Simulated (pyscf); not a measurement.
H₃C–GaH–CH₃ + ethylene (H₂C=CH₂) -> H₃C–CH₂–Ga(CH₃)–CH₃, gas phase, singlet surface. Single points on ωB97X-D3(BJ)/def2-SVP structures (PySCF, gas phase). ΔG in kcal/mol from ωB97M-D3(BJ)/def2-TZVP energies (ideal gas, 1 atm, RRHO with modes under 100 cm⁻¹ raised to 100, one conformer, R ln 2 for chiral ones without a mode under 150 cm⁻¹).

```json
[
 {"T (K)": "298", "ΔG": "-15.2"},
 {"T (K)": "600", "ΔG": "?"},
 {"T (K)": "900", "ΔG": "+5.3"},
 {"T (K)": "1200", "ΔG": "+15.1"}
]
```

Problem. Fit a line to the three values, predict ΔG at 600 K, and estimate where the reaction turns unfavourable at 1 atm of each gas.

Solution. Least squares gives ΔG = -25.2 + 33.7 × T/1000 K, so ΔS is about -141 J/(mol K) and ΔH about -25.2 kcal/mol over this range (ΔH at 298 K: -25.7). At 600 K the line gives -5.0; the computed value is -4.8. ΔG = 0 falls near 750 K; 1 kcal/mol in the energy moves that by 30 K. This is thermodynamics alone and says nothing of the barrier. Elements up to Kr have no core potential and no relativistic terms here.
